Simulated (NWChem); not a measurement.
Program: NWChem. System: C₂H₅NO, charge 0, spin multiplicity 1, displaced from the optimised geometry. Level: B3LYP/def2-SVP, VWN1-RPA local correlation.

Input file:

```
start mol
memory heap 200 mb stack 900 mb global 1100 mb
geometry units angstroms nocenter noautoz
  C      1.224421     0.731671     0.000000
  C     -0.027273    -0.173673     0.000000
  N     -1.238344     0.508611     0.000000
  O      0.034788    -1.408581     0.000000
  H      1.240495     1.393328     0.907375
  H      1.240495     1.393328    -0.907375
  H      2.134146     0.082552     0.000000
  H     -2.108946    -0.044689     0.000000
  H     -1.298974     1.535858     0.000000
  symmetry group Cs
end
basis spherical
  * library def2-svp
end
dft
  xc b3lyp
  semidirect memsize 60000000 filesize 0
  iterations 100
  vectors input hcore
end
task dft gradient
```

NWChem printed:

```
             Northwest Computational Chemistry Package (NWChem) 7.3.0
             --------------------------------------------------------

                                NWChem Input Module
                                -------------------

 Scaling coordinates for geometry "geometry" by  1.889725989
 (inverse scale =  0.529177249)

 Turning off AUTOSYM since
 SYMMETRY directive was detected!

                             Geometry "geometry" -> ""
                             -------------------------

 Output coordinates in angstroms (scale by  1.889725989 to convert to a.u.)

  No.       Tag          Charge          X              Y              Z
 ---- ---------------- ---------- -------------- -------------- --------------
    1 C                    6.0000     1.22442100     0.73167100     0.00000000
    2 C                    6.0000    -0.02727300    -0.17367300     0.00000000
    3 N                    7.0000    -1.23834400     0.50861100     0.00000000
    4 O                    8.0000     0.03478800    -1.40858100     0.00000000
    5 H                    1.0000     1.24049500     1.39332800     0.90737500
    6 H                    1.0000     1.24049500     1.39332800    -0.90737500
    7 H                    1.0000     2.13414600     0.08255200     0.00000000
    8 H                    1.0000    -2.10894600    -0.04468900     0.00000000
    9 H                    1.0000    -1.29897400     1.53585800     0.00000000

 Effective nuclear repulsion energy (a.u.)     119.3978210793

            Nuclear Dipole moment (a.u.)
            ----------------------------
        X                 Y               Z
 ---------------- ---------------- ----------------
     0.0000000000    -0.0000113384     0.0000000000

      Symmetry information
      --------------------

 Group name             Cs
 Group number              2
 Group order               2
 No. of unique centers     8

      Symmetry unique atoms

     1    2    3    4    5    7    8    9


 Summary of "ao basis" -> "" (spherical)
 ------------------------------------------------------------------------------
       Tag                 Description            Shells   Functions and Types
 ---------------- ------------------------------  ------  ---------------------
 *                          def2-svp                  on all atoms

                                 NWChem DFT Module
                                 -----------------

 Summary of "ao basis" -> "ao basis" (spherical)
 ------------------------------------------------------------------------------
       Tag                 Description            Shells   Functions and Types
 ---------------- ------------------------------  ------  ---------------------
 C                          def2-svp                 6       14   3s2p1d
 N                          def2-svp                 6       14   3s2p1d
 O                          def2-svp                 6       14   3s2p1d
 H                          def2-svp                 3        5   2s1p

 Summary of "ao basis" -> "ao basis" (spherical)
 ------------------------------------------------------------------------------
       Tag                 Description            Shells   Functions and Types
 ---------------- ------------------------------  ------  ---------------------
 C                          def2-svp                 6       14   3s2p1d
 N                          def2-svp                 6       14   3s2p1d
 O                          def2-svp                 6       14   3s2p1d
[...]
    68     -0.497266  7 H  s                 17     -0.340883  2 C  s
    36      0.242083  3 N  py                30      0.209702  3 N  s

 Vector   19  Occ=0.000000D+00  E= 8.169766D-02  Symmetry=a'
              MO Center= -1.6D-01,  8.1D-01,  2.0D-14, r^2= 7.2D+00
   Bfn.  Coefficient  Atom+Function         Bfn.  Coefficient  Atom+Function
  ----- ------------  ---------------      ----- ------------  ---------------
     3      1.899329  1 C  s                 58     -1.121632  5 H  s
    63     -1.121632  6 H  s                 73      0.993311  8 H  s
    31     -0.636520  3 N  s                  8      0.472324  1 C  py
    17     -0.469771  2 C  s                 68     -0.373220  7 H  s
    35      0.358084  3 N  px                78      0.263510  9 H  s

 center of mass
 --------------
 x =  -0.03846691 y =  -0.13820061 z =   0.00000000

 moments of inertia (a.u.)
 ------------------
         177.792754761890         -10.219663430775           0.000000000000
         -10.219663430775         196.417270542378           0.000000000000
           0.000000000000           0.000000000000         362.357349412044

     Multipole analysis of the density
     ---------------------------------

     L   x y z        total         alpha         beta         nuclear
     -   - - -        -----         -----         ----         -------
     0   0 0 0     -0.000000    -16.000000    -16.000000     32.000000

     1   1 0 0     -0.435458     -0.217729     -0.217729      0.000000
     1   0 1 0      1.445888      0.722950      0.722950     -0.000011
     1   0 0 1     -0.000000     -0.000000     -0.000000      0.000000

     2   2 0 0    -14.660718    -67.165466    -67.165466    119.670214
     2   1 1 0     -0.393109     -4.365801     -4.365801      8.338493
     2   1 0 1      0.000000      0.000000      0.000000      0.000000
     2   0 2 0    -19.668459    -58.627513    -58.627513     97.586566
     2   0 1 1     -0.000000     -0.000000     -0.000000      0.000000
     2   0 0 2    -18.416696    -12.148510    -12.148510      5.880324

            General Information
            -------------------
          SCF calculation type: DFT
          Wavefunction type:  closed shell.
          No. of atoms     :     9
          No. of electrons :    32
           Alpha electrons :    16
            Beta electrons :    16
          Charge           :     0
          Spin multiplicity:     1
          Use of symmetry is: on ; symmetry adaption is: on
          Maximum number of iterations: 100
          AO basis - number of functions:    81
                     number of shells:    39
          Convergence on energy requested:  1.00D-06
          Convergence on density requested:  1.00D-05
          Convergence on gradient requested:  5.00D-04

              XC Information
              --------------
                         B3LYP Method XC Potential
                     Hartree-Fock (Exact) Exchange  0.200
                        Slater Exchange Functional  0.800 local
                    Becke 1988 Exchange Functional  0.720 non-local
              Lee-Yang-Parr Correlation Functional  0.810
                  VWN I RPA Correlation Functional  0.190 local

             Grid Information
             ----------------
          Grid used for XC integration:  medium
          Radial quadrature: Mura-Knowles
          Angular quadrature: Lebedev.
          Tag              B.-S. Rad. Rad. Pts. Rad. Cut. Ang. Pts.
          ---              ---------- --------- --------- ---------
          C                   0.70       49          10.0       434
          N                   0.65       49          10.0       434
          O                   0.60       49           9.0       434
          H                   0.35       45          11.0       434
          Grid pruning is: on
          Number of quadrature shells:   376
          Spatial weights used:  Erf1

          Convergence Information
          -----------------------
          Convergence aids based upon iterative change in
          total energy or number of iterations.
          Levelshifting, if invoked, occurs when the
          HOMO/LUMO gap drops below (HL_TOL):  1.00D-02
          DIIS, if invoked, will attempt to extrapolate
          using up to (NFOCK): 10 stored Fock matrices.

                    Damping( 0%)  Levelshifting(0.5)       DIIS
                  --------------- ------------------- ---------------
          dE  on:    start            ASAP                start
          dE off:    2 iters        100 iters           100 iters

      Screening Tolerance Information
      -------------------------------
          Density screening/tol_rho:  1.00D-10
          AO Gaussian exp screening on grid/accAOfunc:  14
          CD Gaussian exp screening on grid/accCDfunc:  20
          XC Gaussian exp screening on grid/accXCfunc:  20
          Schwarz screening/accCoul:  1.00D-08

                            NWChem DFT Gradient Module
                            --------------------------

  charge          =   0.00
  wavefunction    = closed shell

  Using symmetry

                         DFT ENERGY GRADIENTS

    atom               coordinates                        gradient
                 x          y          z           x          y          z
   1 C       2.313820   1.382658   0.000000   -0.000902   0.000080   0.000000
   2 C      -0.051538  -0.328194   0.000000    0.004795   0.016937   0.000000
   3 N      -2.340131   0.961135   0.000000   -0.003765   0.003644   0.000000
   4 O       0.065740  -2.661832   0.000000    0.002456  -0.035442   0.000000
   5 H       2.344196   2.633008   1.714690    0.000400   0.007567   0.010257
   6 H       2.344196   2.633008  -1.714690    0.000400   0.007567  -0.010257
   7 H       4.032951   0.156001   0.000000    0.011013  -0.007529   0.000000
   8 H      -3.985330  -0.084450   0.000000   -0.013262  -0.008281   0.000000
   9 H      -2.454705   2.902351   0.000000   -0.001135   0.015457   0.000000

                 ----------------------------------------
                 |  Time  |  1-e(secs)   |  2-e(secs)   |
                 ----------------------------------------
                 |  CPU   |       0.00   |       1.09   |
                 ----------------------------------------
                 |  WALL  |       0.00   |       1.09   |
                 ----------------------------------------

 Task  times  cpu:        6.6s     wall:        6.6s

 Total times  cpu:        6.6s     wall:        6.6s
```
